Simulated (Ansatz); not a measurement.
Saddle point of SiNH$_{7}$, closed shell (SiH₄ + NH₃ → SiNH₅ ([NH2][SiH3]) + H₂; bonds formed: Si1–N7, H2–H6; bonds broken: Si1–H2, H6–N7), PBE0-D4/def2-TZVP structure:

| atom | x (Å) | y (Å) | z (Å) |
| --- | --- | --- | --- |
| Si1 | -0.0146 | -0.0435 | 0.8220 |
| H2 | 1.6359 | 0.0550 | -0.0566 |
| H3 | 0.4822 | -1.3389 | 1.3447 |
| H4 | -1.4863 | -0.1095 | 1.1852 |
| H5 | 0.4006 | 1.2193 | 1.4786 |
| H6 | 0.8617 | 0.0762 | -0.9345 |
| N7 | -0.3270 | 0.0435 | -1.0303 |
| H8 | -0.8023 | 0.8770 | -1.3612 |
| H9 | -0.7502 | -0.7791 | -1.4479 |

Energies are electronic, without zero-point energy. Barriers and step energies count from the start structure reached by relaxing down the imaginary mode; all methods use the PBE0-D4 structures, on which another method's saddle can fall below an end. Ansatz 0.2.0; basis: def2-TZVPP, with def2-QZVPP for the basis limit; cores frozen in the correlated methods. B3LYP uses VWN-RPA correlation. Extrapolation: Hartree–Fock as exp(−7.88 √X), correlation as X^−2.97.

```tsv
method	barrier (kJ/mol)	step energy (kJ/mol)
SPW92	131.2	-5.4
PBE-D4	162.6	-8.1
BLYP-D4	181.3	-12.6
r2SCAN-D4	173.6	-13.2
B97M-V	180.5	-7.4
PBE0-D4	175.3	-8.1
B3LYP-D4	190.1	-11.9
r2SCAN0-D4	182.2	-12.1
BHLYP-D4	206.3	-11.2
CAM-B3LYP-D4	193.2	-11.9
wB97X-V	194.0	-10.6
wB97M-V	190.7	-11.0
B2PLYP	197.7	-13.1
PBE-QIDH	?	-11.6
RPA on PBE	?	-8.8
HF	251.0	-9.5
MP2	?	-17.1
CCSD	208.6	-9.0
CCSD(T)	200.5	-10.2
```

Question: Fill in the withheld barriers. (An estimate is asked for; the value comes from the calculation.)

Answer: The calculation gives: PBE-QIDH 188.4; MP2 195.8; RPA on PBE 202.8 kJ/mol. Each is the energy of the saddle less that of the start structure, by the same method.

For comparison, the barrier by CCSD(T) at an estimated basis limit (MP2 extrapolated from triple and quadruple zeta, plus CCSD(T) − MP2 in triple zeta) is 196.8 kJ/mol.

The T1 diagnostic stays at or below 0.012.

Labels in which every atom is bracketed show which atoms are joined, not bond orders.

For scale, one of the runs: CCSD(T)/def2-TZVPP, 171 basis functions, launched by `ansatz run in.yaml --threads 2 --pin off --events-out ev --progress --plain --max-ram 4352MiB`. Hardware: 2 CPU threads of an Intel Xeon 6975P-C, shared host. Wall time 7.5 s; peak host memory 1.6 GiB.
